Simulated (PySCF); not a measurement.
# BH2(OH): computed shieldings and shifts

BH2(OH), BH3O, point group Cs.

Bonds: B1-O4 1.345 Å. B1 carries H2, H3; O4 carries H5.

GIAO calculations in PySCF 2.14 on the PBE0-D3(BJ)/def2-SVP structure: isolated species, non-relativistic, equivalent atoms averaged; basis pcSseg-1.

(1) Give the isotropic shieldings (ppm) with PBE0, wB97X-D.

(2) And the chemical shifts, against references computed in the same way?

(3) Which part of the shielding of O4 depends on the functional?

(4) What couplings does B3LYP/pcJ-1 give?

Answers

(1) 
```json
{"atoms": "O4", "environment": "oxygen bonded to B, H", "PBE0": "118.5", "wB97X-D": "130.3"}
{"atoms": "B1", "environment": "boron bonded to O, 2 H", "PBE0": "52.0", "wB97X-D": "54.6"}
{"atoms": "H5", "environment": "hydrogen on an oxygen bonded to B", "PBE0": "24.92", "wB97X-D": "25.25"}
{"atoms": "H2/H3", "environment": "hydrogen on a boron bonded to O", "PBE0": "26.03", "wB97X-D": "26.29"}
{"atoms": "HOMO–LUMO gap (eV)", "environment": "–", "PBE0": "8.51", "wB97X-D": "12.43"}
```

(2) 
```csv
atoms,"nucleus, reference",PBE0,wB97X-D
O4,"¹⁷O, H2O",216.0,202.9
B1,"¹¹B, BF3·OEt2",48.7,47.0
H5,"¹H, TMS",6.35,6.13
H2/H3,"¹H, TMS",5.23,5.09
```

(3) Diamagnetic: PBE0 387, wB97X-D 387 ppm; paramagnetic: PBE0 -268, wB97X-D -257 ppm. The diamagnetic part, set mainly by inner electrons, hardly moves; the paramagnetic part goes with low-lying magnetically allowed excitations and carries the spread.

(4) ¹J(B1,H2) = 151.6, ¹J(O4,H5) = -76.6, ²J(H2,H3) = 22.7, ²J(H2,O4) = -9.3, ²J(B1,H5) = -6.3, ³J(H2,H5) = 11.9 Hz (averaged over equivalent pairs; isotopes ¹¹B, ¹H, ¹⁷O).

Experimental scales use liquid or dissolved standards, which lie at an offset from isolated H2O (liquid H2O: subtract about 36 ppm).
